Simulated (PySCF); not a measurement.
Working out the ionisation energy of F

F [He] 2s2 2p5 (2P) → F⁺ [He] 2s2 2p4 (3P). Calculation: PySCF 2.14, in def2-TZVP; the non-relativistic Hamiltonian (point nucleus). Frozen: 1s2. Energies in hartree (1 hartree = 27.21139 eV):

```csv
part,F (lower),F⁺ (upper)
UHF,-99.411799,-98.836473
CCSD correlation,-0.209824,-0.156517
(T),-0.003434,-0.001903
```

Q: What does Hartree-Fock give?

A: (-98.836473) − (-99.411799) = 0.575326 hartree = 15.655 eV.

Q: What do CCSD and CCSD(T) give?

A: The CCSD correlation energies differ by 0.053307 hartree = 1.451 eV and the triples by 0.001531 hartree = 0.042 eV, so CCSD gives 17.106 eV and CCSD(T) 17.148 eV.

Measured between the centres of the two terms (NIST): 17.427 eV, so CCSD(T) (valence) is off by -0.279 eV.

What remains against the reference includes basis incompleteness, the frozen core and higher excitations.
